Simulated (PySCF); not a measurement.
PySCF input (BP86/6-31G* (5d)):

```python
from pyscf import gto, dft

mol = gto.M(
    atom='''
    O    -0.00000000   -0.00000000   -1.69736936
    C    -0.00000000   -0.00000000   -0.56804329
    S     0.00000000    0.00000000    1.06170091
    ''',
    basis='6-31g*',
    charge=1,
    spin=1,
    symmetry='C2v',
    verbose=4,
)

mf = dft.UKS(mol, xc='bp86')
mf.grids.level = 3
mf.conv_tol = 1e-9
mf.max_cycle = 100
mf.max_memory = 1500
mf.kernel()
if not mf.converged:
    mf = mf.newton()
    mf.kernel(mf.make_rdm1())
mf.dip_moment()
```

From the last part of the output:

```
small_rho_cutoff = 0
Freeze 0 electrons in irreps []
    29 free electrons in irreps A1 A2 B1 B2
Set gradient conv threshold to 3.16228e-05
tot grids = 47080
init E= -511.969627158519
alpha HOMO (B1) = -0.300590920171864  LUMO (B1) = -0.0805190850838149
beta  HOMO (B1) = -0.300590920171864  LUMO (B2) = -0.300590920171865

WARN: HOMO -0.300590920171864 >= LUMO -0.300590920171865

WARN: alpha-B1 HOMO -0.300590920171864 > system LUMO -0.300590920171865

WARN: alpha-B2 HOMO -0.300590920171865 > system LUMO -0.300590920171865

WARN: beta-B1 HOMO -0.300590920171864 > system LUMO -0.300590920171865

WARN: beta-B2 LUMO -0.300590920171865 < system HOMO -0.300590920171864

cycle= 1 E= -511.032586812648  delta_E= 0.937  |g|=  0.5  |ddm|= 1.65
alpha HOMO (A1) = -0.596112306873596  LUMO (A1) = -0.377637009522803
beta  HOMO (B1) = -0.588823275736482  LUMO (B2) = -0.584955988646343
  HOMO = -0.588823275736  LUMO = -0.584955988646  gap/eV = 0.10523
cycle= 2 E= -509.565217133394  delta_E= 1.47  |g|= 1.81  |ddm|= 1.47
alpha HOMO (B1) = -0.577478952921772  LUMO (B2) = -0.390737445176898
beta  HOMO (B1) = -0.567454095967779  LUMO (B2) = -0.562439440980524
  HOMO = -0.567454095968  LUMO = -0.562439440981  gap/eV = 0.13646
cycle= 3 E= -511.137308896241  delta_E= -1.57  |g|= 0.129  |ddm|= 1.24
alpha HOMO (B1) = -0.5753699590155  LUMO (B2) = -0.351235398805292
beta  HOMO (B1) = -0.564397313180059  LUMO (B2) = -0.555880412941943
  HOMO = -0.56439731318  LUMO = -0.555880412942  gap/eV = 0.23176
cycle= 4 E= -511.135228472126  delta_E= 0.00208  |g|= 0.139  |ddm|=  0.3
alpha HOMO (B1) = -0.565979874012251  LUMO (B2) = -0.363094314694866
beta  HOMO (B1) = -0.554920952229701  LUMO (B2) = -0.545875630394737
  HOMO = -0.55492095223  LUMO = -0.545875630395  gap/eV = 0.24614
cycle= 5 E= -511.148384601211  delta_E= -0.0132  |g|= 0.0113  |ddm|= 0.176
alpha HOMO (B1) = -0.569616902677888  LUMO (B2) = -0.364553637107913
beta  HOMO (B1) = -0.558293816179767  LUMO (B2) = -0.548767789250094
  HOMO = -0.55829381618  LUMO = -0.54876778925  gap/eV = 0.25922
cycle= 6 E= -511.148459371026  delta_E= -7.48e-05  |g|= 0.00406  |ddm|= 0.0194
alpha HOMO (B1) = -0.568797688587799  LUMO (B2) = -0.363953706152019
beta  HOMO (B1) = -0.557334412441589  LUMO (B2) = -0.547679367034631
  HOMO = -0.557334412442  LUMO = -0.547679367035  gap/eV = 0.26273
cycle= 7 E= -511.148472512967  delta_E= -1.31e-05  |g|= 0.000808  |ddm|= 0.0057
alpha HOMO (B1) = -0.568961904013629  LUMO (B2) = -0.363872588492967
beta  HOMO (B1) = -0.557416292227767  LUMO (B2) = -0.547690700891052
  HOMO = -0.557416292228  LUMO = -0.547690700891  gap/eV = 0.26465
cycle= 8 E= -511.148473335946  delta_E= -8.23e-07  |g|= 0.000294  |ddm|= 0.00165
alpha HOMO (B1) = -0.568954001061319  LUMO (B2) = -0.363838235304851
beta  HOMO (B1) = -0.557389908901265  LUMO (B2) = -0.54766658120868
  HOMO = -0.557389908901  LUMO = -0.547666581209  gap/eV = 0.26459
cycle= 9 E= -511.148473408685  delta_E= -7.27e-08  |g|= 0.000129  |ddm|= 0.000546
alpha HOMO (B1) = -0.568950030975919  LUMO (B2) = -0.363839460047055
beta  HOMO (B1) = -0.557382121759357  LUMO (B2) = -0.547667515219266
  HOMO = -0.557382121759  LUMO = -0.547667515219  gap/eV = 0.26435
cycle= 10 E= -511.148473420999  delta_E= -1.23e-08  |g|= 7.4e-06  |ddm|= 0.000188
alpha HOMO (B1) = -0.568950671978004  LUMO (B2) = -0.363841250920361
beta  HOMO (B1) = -0.557383156227193  LUMO (B2) = -0.547670014487038
  HOMO = -0.557383156227  LUMO = -0.547670014487  gap/eV = 0.26431
cycle= 11 E= -511.148473421052  delta_E= -5.28e-11  |g|= 1.81e-06  |ddm|= 1.46e-05
alpha HOMO (B1) = -0.568950902331157  LUMO (B2) = -0.363840588549168
beta  HOMO (B1) = -0.557383414466895  LUMO (B2) = -0.547670113177599
  HOMO = -0.557383414467  LUMO = -0.547670113178  gap/eV = 0.26431
Extra cycle  E= -511.148473421039  delta_E= 1.34e-11  |g|= 5.11e-06  |ddm|= 8.03e-06
converged SCF energy = -511.148473421039  <S^2> = 0.75402211  2S+1 = 2.0040181

WARN: System has nonzero charge 1; the dipole moment is origin-dependent.
Location of origin: [0. 0. 0.]

Dipole moment(X, Y, Z, Debye):  0.00000,  0.00000,  1.32681
```

The dipole moment of an ion depends on the origin.
